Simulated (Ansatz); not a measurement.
`F/C=C1\CS1`, relaxed with RKS PBE-D4/def2-SVP in Ansatz 0.2.0 from a rough embedded geometry. The force threshold is 0.03 eV/Å; the program also tests the step.

The species carries charge 0 and has multiplicity 1.

Start:

```xyz
8

F    -2.169   -0.377   -0.370
C    -1.252    0.387    0.362
C     0.061    0.252    0.195
C     1.041   -0.497   -0.432
S     1.485    0.788    0.797
H    -1.743    1.067    1.068
H     1.284   -1.475   -0.172
H     1.292   -0.146   -1.447
```

Question: By how much does the energy fall, and how many steps does the optimiser take? (Best estimate.)

Answer: The calculation gave: 10.65 kcal/mol, in 6 steps.

Question: Which bonds change most? (Best estimate.)

Answer: Ansatz gave: C3–S5 from 1.637 to 1.747 Å; C3–C4 from 1.384 to 1.458 Å; C4–H7 from 1.040 to 1.105 Å; F1–C2 from 1.400 to 1.348 Å.

Question: Give the relaxed structure. (Best estimate.)

Answer: Computed: 
```xyz
8

F    -2.175   -0.349   -0.362
C    -1.311    0.380    0.372
C     0.011    0.237    0.239
C     1.087   -0.461   -0.455
S     1.555    0.809    0.823
H    -1.798    1.081    1.068
H     1.313   -1.509   -0.184
H     1.321   -0.189   -1.500
```
